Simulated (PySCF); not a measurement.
Checking a proposed structure

A compound C₅H₈O gives the data below (simulated from a calculation) and was assigned the structure `C/C=C/C(C)=O`.

$^{13}$C{$^{1}$H} NMR (computed): δ 205.0 (C), 140.9 (CH), 136.6 (CH2), 41.8 (CH2), 9.7 (CH3).

$^{1}$H NMR (300 MHz, computed): δ 6.95 (m, 1H), 6.74 (m, 1H), 5.81 (m, 1H), 2.56 (q, 2H), 1.07 (t, 3H).

Calculated, not measured (PySCF 2.14.0 with density-fitted response routines): PBE0-D3(BJ)/def2-TZVP structure, B97-2/pcSseg-2 with gauge-including orbitals. Isolated molecule, single conformer, averaged over atoms made equivalent by symmetry, fast rotation or ring inversion, no relativistic terms.

Chemical shifts δ = σref − σ; TMS for $^{1}$H (31.64 ppm), $^{13}$C (185.38 ppm), all at this level.

Task: Compare with the shifts computed for the proposed structure, pairing carbons in order of shift.

Result: Atoms are numbered as in `[CH3:1]/[CH:2]=[CH:3]/[C:4]([CH3:5])=[O:6]`; H(Xn) means a hydrogen on atom n.

| atom | computed for proposal | given list | difference |
| --- | --- | --- | --- |
| C4 | 201.0 | 205.0 | -4.0 |
| C2 | 154.0 | 140.9 | +13.1 |
| C3 | 134.6 | 136.6 | -2.0 |
| C5 | 32.7 | 41.8 | -9.1 |
| C1 | 21.8 | 9.7 | +12.1 |

The rms difference is 9.2 ppm and the largest +13.1 ppm at C2 (β carbon of a C=C–C=O unit). The carbon types in order of shift don't match either: C, CH, CH, CH3, CH3 for the proposal against C, CH, CH2, CH2, CH3 in the data. The proposal doesn't fit.

Task: Which isomer fits?

Result: SMILES C=CC(=O)CC.

- Carbon types of the structure: 1 × C, 1 × CH, 2 × CH2, 1 × CH3, which accounts for all hydrogens.
- δC 205.0: ketone carbonyl carbon; low-lying n→π* states of the double bond to the heteroatom give a large paramagnetic term (-272 ppm).
- δC 140.9: α carbon of a C=C–C=O unit; an sp2 carbon of a C=C bond.
- δC 136.6: β carbon of a C=C–C=O unit; conjugation with the carbonyl draws π density from the β position.
- δH 2.56: hydrogen on an sp3 CH2 α to a carbonyl; α to C=O.

The shifts were computed for this structure.

Shifts are as computed. Against solution values, carbons near 30 ppm lie about +3 ppm off and those near 130 ppm about +7 ppm. Of 1211 compounds with measured shifts, 218 miss one by over three times the rms of a fit or turn the order of signals round; such compounds aren't used in these exercises. No couplings were computed; multiplicities are counted from neighbouring protons, with m where these are inequivalent, close in shift, in a saturated or five-membered ring or joined by F or P, and br s for small geminal =CH2 splittings.
